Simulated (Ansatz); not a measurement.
Relaxation of BCl2H2 (5 atoms, charge 0, multiplicity 2), to a largest force component of 0.03 eV/Å in at most 50 steps.

Theory: Ansatz 0.2.0, UKS revPBE-D4/6-31G*.

```xyz
5
Properties=species:S:1:pos:R:3
B 0.000 0.000 -0.088
Cl 0.000 0.000 1.734
H 1.071 0.000 -0.625
H -1.071 0.000 -0.625
Cl 0.000 0.000 4.974
```

**Question.** Where does it end, and by what steps?

**Answer.** The forces met the threshold. After 13 steps the energy has fallen by 0.317 eV; Cl5 moved furthest, 1.34 Å.

```
step  energy less start (eV)  largest force component (eV/Å)  accepted
   0                  0.0000                           1.139       yes
   1                 -0.0249                           0.719       yes
   2                 -0.0367                           0.149       yes
   3                 -0.0466                           0.172       yes
   4                 -0.0623                           0.127       yes
   5                 -0.0944                           0.300       yes
   6                 -0.1280                           0.351       yes
   7                 -0.1772                           0.176       yes
   8                 -0.2189                           0.191       yes
   9                 -0.2605                           0.148       yes
  10                 -0.2883                           0.087       yes
  11                 -0.3100                           0.056       yes
  12                 -0.3157                           0.114       yes
  13                 -0.3167                           0.029       yes
```

```xyz
5
Properties=species:S:1:pos:R:3
B -0.069 0.000 0.257
Cl -1.128 0.000 1.663
H 1.112 0.000 0.445
H -0.606 0.000 -0.815
Cl 0.691 0.000 3.821
```

Run time: 30 s on 2 threads of Arm Neoverse V2 (shared host), peak memory 0.14 GiB.
